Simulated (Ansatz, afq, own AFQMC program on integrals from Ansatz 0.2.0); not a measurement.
AFQMC on a folder of integrals that Ansatz 0.2.0 wrote.

```yaml
crystal:
  periodic: [false, false, false]
  atoms:
    - {symbol: C, position_ang: [0.000000, 0.000000, 0.000000]}
basis:
  gaussian: {orbitals: cc-pVTZ}
magnetization: {spin_polarized: true, initial_magnetization: 2}
correlation: {method: ccsd_t, electrons: outside_noble_gas, hamiltonian_folder: ham}
```

```sh
$ ansatz run in.yaml --threads 1 --pin off --events-out ev --progress --plain --max-ram 1382MiB
```

afq runs on the folder ham with

```
--method phaseless --trial cisd --walkers 80 --populations 1 --least-time 40 --time-step 0.005 --steps-per-block 50 --equilibration-blocks 28 --max-blocks 300 --target-error 0.00024 --factor-cut 1e-05 --start spin_pure --seed 9353 --release-times 0.24,0.5,1,1.5 --release-step 0.02 --release-every 4 --taylor-order 6
```

Times are imaginary, in 1/Eh. The walk had a cap of 537 s.

```
orbitals 29  electrons 3 1  factors 171 of 172
reference energy -37.69156907 Eh
CCSD correlation -0.08715603 Eh in 9 cycles, weight of the determinant in the CISD state 0.9499
energy of the start -37.778690 Eh
 block  time / (1/Eh)  mean weight  energy / Eh
     1     0.250  1.0007  -37.778982
     2     0.500  1.0000  -37.779358
     3     0.750  0.9983  -37.780000
     4     1.000  1.0005  -37.780818
     5     1.250  0.9992  -37.780277
     8     2.000  1.0001  -37.780561
    13     3.250  0.9992  -37.780874
    25     6.250  1.0000  -37.781422
    37     9.250  0.9995  -37.782599
    49    12.250  0.9980  -37.781181
    61    15.250  1.0007  -37.781282
    73    18.250  0.9990  -37.780785
    85    21.250  0.9996  -37.780822
    97    24.250  1.0018  -37.781528
   109    27.250  0.9975  -37.779555
   121    30.250  0.9990  -37.781044
   133    33.250  1.0009  -37.780284
   145    36.250  0.9994  -37.781502
   157    39.250  1.0009  -37.781245
   169    42.250  0.9984  -37.780132
   181    45.250  1.0001  -37.780925
   185    46.250  0.9977  -37.781623
blocks merged  error / Eh  count
     1  0.000051  160
     2  0.000057  80
     4  0.000062  40
     8  0.000049  20
    16  0.000044  10
released: time / (1/Eh)  energy / Eh  error  mean overlap
  0.24  -37.780942  0.000098  1.0010
  0.50  -37.781141  0.000106  0.9974
  1.00  -37.781181  0.000096  0.9953
  1.50  -37.781441  0.000092  0.9957
energy -37.780956 +/- 0.000062 Eh
(rows thinned)
```

Q: Estimate how long the walk took on 1 thread of Intel(R) Xeon(R) Platinum 8375C CPU @ 2.90GHz (Ice Lake), with other jobs on the host.

A: 110 s of wall time.

The run passed its tests (sampling time, drift between the halves within three errors, error under three times the target), which doesn't prove that it has relaxed.

Against this walk (error 1.7 meV) on the same determinant: CCSD(T) 5.3 meV higher, CCSDT(Q) 8.3 meV lower, full CI 8.5 meV lower. The error is statistical and leaves out the bias of the constraint. The released energies are still falling (meV from the phaseless value at times in 1/Eh: 0 ± 3 at 0.24, -5 ± 3 at 0.50, -6 ± 3 at 1.00, -13 ± 3 at 1.50), so they give no level; they do show a bias of the constraint, and the last of them that isn't too noisy lies 5 meV below full CI. Full CI is exact here, so the walk's 8 meV above it is the walk's own error: the bias of the constraint with this trial.

Cautions: constraint bias not in the error.

CCSDT and higher add their correlation energy to the determinant of the CCSD(T) run, since their own runs factorise the integrals more tightly (a shift of under 2 meV). A walk keeps the symmetry of its determinant, which the program's search chose and which needn't be the lowest solution, so a lower state of the same spin and another symmetry isn't excluded.
